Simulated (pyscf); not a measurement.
## Four-centre exchange: F–SiH(F)–F + H₂ → F–SiH(F)–F + H₂

Gas phase, singlet surface, charge 0. Bonds broken: Si2–H5, H6–H7. Bonds formed: Si2–H6, H5–H7. Structures and frequencies: ωB97X-D3(BJ)/def2-SVP in PySCF.

Transition state (Å):

```xyz
7

F      0.6436     1.0146    -0.3896
Si     0.3379    -0.0787     0.7481
F      1.7562    -0.8609     0.7589
F     -0.6503    -1.3180     0.4805
H      0.7222     0.3095     2.3519
H     -0.9626     0.8193     1.2231
H     -0.1826     0.6910     2.0342
```

One imaginary mode, 1619i cm⁻¹; descent along it reached the two sides named.

```json
[
 {"bond": "Si2–H5", "change": "breaks", "reactant side (Å)": "1.464", "saddle": "1.694", "product side": "3.9"},
 {"bond": "H6–H7", "change": "breaks", "reactant side (Å)": "0.760", "saddle": "1.133", "product side": "3.0"},
 {"bond": "Si2–H6", "change": "forms", "reactant side (Å)": "3.1", "saddle": "1.650", "product side": "1.464"},
 {"bond": "H5–H7", "change": "forms", "reactant side (Å)": "3.2", "saddle": "1.032", "product side": "0.760"}
]
```

Electronic energies relative to the separated reactants (kJ/mol):

```csv
level,barrier,reaction energy,reverse barrier
ωB97X-D3(BJ)/def2-TZVP,281.4,0.0,281.4
PBE/def2-TZVP,249.4,0.0,249.4
r²SCAN/def2-TZVP,257.3,0.0,257.3
B3LYP-D3(BJ)/def2-TZVP,279.1,0.0,279.1
PBE0-D3(BJ)/def2-TZVP,259.7,0.0,259.7
M06-2X/def2-TZVP,293.3,0.0,293.3
ωB97M-D3(BJ)/def2-TZVP,280.7,0.0,280.7
HF/def2-TZVP,348.5,0.0,348.5
```

With ωB97M-D3(BJ)/def2-TZVP energies and thermal terms (ideal gas, 1 atm, RRHO with modes under 100 cm⁻¹ raised to 100, one conformer, R ln 2 for chiral ones without a mode under 150 cm⁻¹), in kJ/mol:

```json
[
 {"T (K)": "298", "ΔH‡": "286.0", "ΔG‡": "319.1", "ΔH": "0.0", "ΔG": "0.0"},
 {"T (K)": "600", "ΔH‡": "281.5", "ΔG‡": "354.6", "ΔH": "0.0", "ΔG": "0.0"},
 {"T (K)": "900", "ΔH‡": "280.0", "ΔG‡": "391.6", "ΔH": "0.0", "ΔG": "0.0"},
 {"T (K)": "1200", "ΔH‡": "280.4", "ΔG‡": "428.8", "ΔH": "0.0", "ΔG": "0.0"}
]
```

At the saddle there is also a short H–Si contact that neither side keeps. This is the saddle that the search found; another between the same sides may lie lower.
